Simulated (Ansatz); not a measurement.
`C#CN(C)CN` + CH₃OH → `COCN` + `C#CNC`  (substitution at a C–N bond)

Calculated with Ansatz (gas phase, PBE0-D4/def2-TZVP geometries, no zero-point term in ΔE). CBS: MP2 limit from def2 TZ/QZ plus the TZ coupled-cluster correction, frozen cores. This one scheme is used for every species. DFT in def2-TZVPP. B3LYP here is the variant with VWN-RPA as its local correlation; programs differ in this. One conformer a species, not always the lowest.

**Question.** Is it downhill or uphill in electronic energy at CCSD(T)/CBS, and by how much? (An estimate is asked.)

**Answer.** Ansatz gave: Uphill: ΔE = +2.7 kcal/mol.

**Question.** What do these levels give: B3LYP-D4, PBE0, B3LYP, HF/def2-TZVPP, SCS-MP2/def2-TZVPP, MP2/CBS(def2)? (Estimate.)

**Answer.** Computed: B3LYP-D4 1.3, PBE0 1.1, B3LYP -0.1, HF/def2-TZVPP -0.3, SCS-MP2/def2-TZVPP 2.9, MP2/CBS(def2) 4.1 kcal/mol.

Largest T1 diagnostic among the species: 0.012.

The D4 term adds +1.4 kcal/mol with B3LYP and +0.8 kcal/mol with PBE0; it sums over pairs of atoms, weighted by their polarisabilities, and B3LYP, whose exchange is more repulsive, gets the larger term. In def2-TZVPP, CCSD(T) changes the Hartree–Fock value by +2.7 kcal/mol (the triples alone add +0.4 kcal/mol) and MP2 by +4.1 kcal/mol.
